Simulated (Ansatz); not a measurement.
System (SMILES): F[CH2] (CH2-F), doublet.
Atoms: C1, F2, H3, H4. Bonds: C1-F2, C1-H3, C1-H4.

Basis-set convergence of the highest harmonic wavenumber at B3LYP with Ansatz (a quantum-chemistry and plane-wave program). Each level at its own minimum, finite differences of forces, unscaled; the reference is a large set that could be run, not a limit. Cartesian d functions, on some or all atoms, in 6-31G**, 6-31+G*; all else is spherical. The program fits the integrals of some runs and decomposes those of others, by size. Core-valence sets carry the plain set on hydrogen. Open shells are unrestricted. No added dispersion term, no relativity. Reference: the value in aug-pcseg-2, 3297 cm⁻¹, itself unsure by roughly 4 cm⁻¹ (its mean distance from aug-cc-pVTZ, def2-TZVPPD). Deviations are taken from unrounded values.

```json
[
 {"basis": "6-31G", "functions": "22", "highest harmonic wavenumber (cm⁻¹)": "3359", "minus reference (cm⁻¹)": "62"},
 {"basis": "def2-SVP", "functions": "38", "highest harmonic wavenumber (cm⁻¹)": "3277", "minus reference (cm⁻¹)": "-20"},
 {"basis": "6-31G**", "functions": "40", "highest harmonic wavenumber (cm⁻¹)": "3287", "minus reference (cm⁻¹)": "-10"},
 {"basis": "6-31+G*", "functions": "42", "highest harmonic wavenumber (cm⁻¹)": "3311", "minus reference (cm⁻¹)": "15"},
 {"basis": "pcseg-2", "functions": "88", "highest harmonic wavenumber (cm⁻¹)": "3295", "minus reference (cm⁻¹)": "-2"},
 {"basis": "jun-cc-pV(T+d)Z", "functions": "106", "highest harmonic wavenumber (cm⁻¹)": "3291", "minus reference (cm⁻¹)": "-5"},
 {"basis": "def2-TZVPPD", "functions": "111", "highest harmonic wavenumber (cm⁻¹)": "3294", "minus reference (cm⁻¹)": "-2"},
 {"basis": "cc-pCVTZ", "functions": "114", "highest harmonic wavenumber (cm⁻¹)": "3280", "minus reference (cm⁻¹)": "-17"},
 {"basis": "aug-cc-pVTZ", "functions": "138", "highest harmonic wavenumber (cm⁻¹)": "3290", "minus reference (cm⁻¹)": "-7"}
]
```

The smallest set listed that lies within 50 cm⁻¹ of the reference with all its larger relatives (same family, alike in diffuse functions; a set with none counts only in the reference's own line) is def2-SVP (38 functions, -20 cm⁻¹ off). Inside, with no larger relative to test it: pcseg-2, def2-TZVPPD, cc-pCVTZ. (Relatives not listed, tested too: 6-311G** -15, 6-311+G** -2, 6-311++G(2d,2p) 3, def2-TZVP -8, def2-TZVPP -6, 6-311++G(3df,3pd) 0 cm⁻¹.)
